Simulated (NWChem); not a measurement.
System: disilane (Si2H6); SMILES [SiH3][SiH3]

Results from NWChem. The geometry was optimised at PBE-D3(BJ)/def2-SVP.

### Question
Taking PBE0/def2-TZVPP as the yardstick, which of these has the fewest basis functions while keeping “highest occupied level (eV)” within 0.1 eV of it: PBE0/pcseg-2; PBE0/aug-pcseg-1; PBE0/3-21G; PBE0/pcseg-1?

### Answer
PBE0/pcseg-1.
```csv
level,basis functions,highest occupied level (eV)
PBE0/3-21G,38,-8.58
PBE0/pcseg-1,66,-8.42
PBE0/aug-pcseg-1,108,-8.43
PBE0/pcseg-2,152,-8.41
PBE0/def2-TZVPP,168,-8.38
```

The yardstick is one finite set, not the basis-set limit.
